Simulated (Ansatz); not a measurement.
A structure relaxed at PBE0-D4/def2-TZVP, charge 0, multiplicity 1:

| atom | x (Å) | y (Å) | z (Å) |
| --- | --- | --- | --- |
| N1 | 0.253 | -0.881 | -0.145 |
| Si2 | 0.130 | 0.552 | -1.081 |
| O3 | -0.416 | 1.659 | 0.023 |
| H4 | 0.570 | -1.739 | -0.571 |
| H5 | 0.044 | -1.010 | 0.835 |
| H6 | -0.582 | 1.419 | 0.938 |

Task: Give its formula and SMILES.

Result: H3NOSi, `N[Si]O`.

Task: Point group (tolerance 0.08 Å, 0.16 Å for H)?

Result: Cs.

Task: Summarise the bond lengths by kind.

Result: 1 × N–Si 1.716 Å; 2 × H–N 1.009 to 1.010 Å; 1 × O–Si 1.656 Å; 1 × H–O 0.961 Å.

All numbers were calculated with Ansatz.
